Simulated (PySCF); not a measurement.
Level of theory: PBE0-D4/def2-TZVP // PBE0-D4/def2-SVP (PySCF). Gas-phase values, no solvent. Delta-SCF ions had no search for a lower state. Excitations are Tamm–Dancoff values on a coarser integration grid. The basis has no diffuse functions, so Rydberg states are missing or too high.

Reference species (SMILES): `CN(C)C` (neutral, multiplicity 1).

The vertical ionisation energy (Delta-SCF) is 8.22 eV and the HOMO–LUMO gap comes out as 7.23 eV. The S1 excitation (TDA) is 5.98 eV. The S1–T1 gap (TDA) is 0.22 eV.

Changed species: `COC` (free base O(CH3)2; the reference has free base N(CH3)3).

**Question.** Give the shifts of the vertical ionisation energy (Delta-SCF), HOMO–LUMO gap, S1 excitation (TDA) and S1–T1 gap (TDA).

**Answer.** the vertical ionisation energy (Delta-SCF) rises by 1.68 eV, to 9.90 eV; the HOMO–LUMO gap rises by 1.58 eV, to 8.81 eV; the S1 excitation (TDA) rises by 1.42 eV, to 7.40 eV; the S1–T1 gap (TDA) goes up by 0.09 eV, to 0.31 eV.
